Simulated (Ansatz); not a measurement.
Reaction: CH4S (methanethiol, SMILES CS) + H+ → CH5S+ (SMILES C[SH2+])
Each species at its own B3LYP-D3(BJ)/def2-TZVP minimum (Ansatz, an electronic-structure program).

Total energies in hartree (Ansatz). Open shells are spin-unrestricted; no spin-orbit coupling. Correlated methods leave the cores frozen. No relativity.

```tsv
species	HF/cc-pV(T+d)Z	CCSD(T)/cc-pV(T+d)Z	HF/cc-pV(Q+d)Z	CCSD(T)/cc-pV(Q+d)Z	CCSD(T)/cc-pV(D+d)Z	CCSDT(Q)/cc-pV(D+d)Z
1: CH4S (methanethiol, SMILES CS)	-437.75855	-438.17177	-437.76503	-438.20283	-438.06168	-438.06294
2: CH5S+ (SMILES C[SH2+])	-438.06828	-438.47823	-438.07491	-438.50778	-438.37230	-438.37362
```

**Question.** Work out the proton affinity (electronic), positive where energy is released in kJ/mol: take Hartree-Fock from cc-pV(Q+d)Z, extrapolate the CCSD(T) correlation energy as X^-3 (X = 3, 4), and add CCSDT(Q) - CCSD(T) in cc-pV(D+d)Z. 1 hartree = 2625.5 kJ/mol.

**Answer.** 
Species 1: correlation (64·(-0.43780) - 27·(-0.41322))/37 = -0.45574; step -0.00126; E1 = -437.76503 + (-0.45574) + (-0.00126) = -438.22203
H+ has no electrons: E = 0
Species 2: correlation (64·(-0.43287) - 27·(-0.40995))/37 = -0.44960; step -0.00132; E2 = -438.07491 + (-0.44960) + (-0.00132) = -438.52583
+1·E1 -1·E2 = 0.30380 hartree = 797.6 kJ/mol.
